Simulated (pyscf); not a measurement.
This saddle point was located with ωB97X-D3(BJ)/def2-SVP in PySCF.

```xyz
8

O     -0.8025     0.7528     1.1609
Si    -1.4588    -0.2468     0.1402
F     -1.4059    -1.8423     0.3350
F     -2.8849     0.0328    -0.5481
N     -0.1320     0.2379    -1.0572
H     -0.0069     0.8414     0.0133
H      0.5959    -0.4358    -1.2965
H     -0.3778     0.7947    -1.8761
```
Charge 0, spin multiplicity 1.

Surface: singlet, charge 0. Lowest wavenumbers (cm⁻¹): 1417i, 187, 292, 298, 364.

Question: Which two sides does it connect, and which bonds change?

Answer: O=Si(F)–F + ammonia (NH₃) ⇌ H₂N–Si(OH)(F)–F, an addition across a multiple bond or ene-type step read from left to right: H–N broken and H–O, N–Si formed. At CCSD(T)/def2-TZVPP + ΔMP2(QZVPP) it lies -27.6 kcal/mol from the left side and +44.9 kcal/mol from the right (each side as separated species at their lowest minima found). On the reactant side the descent ends in an adduct with a N–Si contact, 45.7 kcal/mol under the separated species and 15.1 kcal/mol under the saddle at ωB97X-D3(BJ)/def2-TZVP. On the product side the descent ends in a point that may be a rotor saddle (no frequency run), 1.7 kcal/mol over the lowest minimum found and 42.5 kcal/mol under the saddle at ωB97X-D3(BJ)/def2-TZVP. At CCSD(T) the saddle lies under the separated reactants, which points to a path from their complex (located at ωB97X-D3(BJ) alone). What is counted as formed (N–Si) is already present as a longer contact in the reactant adduct; forming that adduct is a step of its own. At ωB97X-D3(BJ)/def2-TZVP the barrier from the zero used here is -30.6 kcal/mol. This is the saddle that the search found; another between the same sides may lie lower. The CCSD(T) − MP2 part came from Ansatz, without density fitting, on the same reference.
